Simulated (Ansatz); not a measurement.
**C2H2Cl radical (SMILES [CH]=CCl): single points off equilibrium**

An exercise on one series of results from a longer session: the logs are not shown, and one member is left open.

Program: Ansatz 0.2.0, Gaussian basis. Level of theory: single points in def2-TZVPP. These are calculated values, not measurements.

Cores are frozen in the correlated methods. Orbitals are unrestricted. B3LYP uses VWN-RPA correlation.

### Starting geometry

SMILES `[CH]=CCl`, 5 atoms, charge 0, spin multiplicity 2.

Atoms are counted from 1 here; the program's logs count them from 0.

Bond lengths: C1–C2 1.157 Å, C1–H4 1.070 Å, C2–Cl3 1.721 Å, C2–H5 0.931 Å. Angles: C2–C1–H4 141.1°, C1–C2–Cl3 120.9°, C1–C2–H5 127.5°, Cl3–C2–H5 107.2°.

Geometry (Å):

```
atom    x (Å)    y (Å)    z (Å)
  C1  -0.7692   0.0664  -0.3100
  C2   0.3147   0.3647  -0.0355
 Cl3   1.4944  -0.8335   0.3326
  H4  -1.4735  -0.7274  -0.1766
  H5   0.6036   1.1619   0.3490
```

Set-up of the first run:

run/in.yaml

```yaml
crystal:
  periodic: [false, false, false]
  atoms:
    - {symbol: C, position_ang: [-0.769200, 0.066400, -0.310000]}
    - {symbol: C, position_ang: [0.314700, 0.364700, -0.035500]}
    - {symbol: Cl, position_ang: [1.494400, -0.833500, 0.332600]}
    - {symbol: H, position_ang: [-1.473500, -0.727400, -0.176600]}
    - {symbol: H, position_ang: [0.603600, 1.161900, 0.349000]}
basis:
  gaussian: {orbitals: def2-TZVPP}
magnetization: {spin_polarized: true, initial_magnetization: 1}
correlation: {method: ccsd_t}
scf: {omitted_lower_state_checks: [cluster_reference]}
output: {forces: true}
```

The command line of these runs was not kept.

Steps of the session up to this table: CCSD(T)/def2-TZVPP; PBE0-D4/def2-TZVPP; wB97M-V/def2-TZVPP; r2SCAN-D4/def2-TZVPP; PBE-D4/def2-TZVPP; B3LYP-D4/def2-TZVPP; wB97X-V/def2-TZVPP.

One table of the session follows, with a row left open; its other results are not shown here.

```
   method  RMS force component (eV/Å)  angle to CCSD(T) forces (°)  dipole (D)
  CCSD(T)                       5.112                    reference        1.15
  PBE0-D4                           ?                            ?           ?
  wB97M-V                       4.781                          2.4        1.17
r2SCAN-D4                       4.848                          2.1        1.19
   PBE-D4                       4.902                          2.9        1.07
 B3LYP-D4                       4.740                          2.8        1.15
  wB97X-V                       4.898                          2.6        1.19
```

Estimate the missing values for PBE0-D4.

As computed: RMS force component (eV/Å): 4.844; angle to CCSD(T) forces (°): 2.7; dipole (D): 1.18. In the column «RMS force component (eV/Å)» it lies between wB97M-V (4.781) and r2SCAN-D4 (4.848).
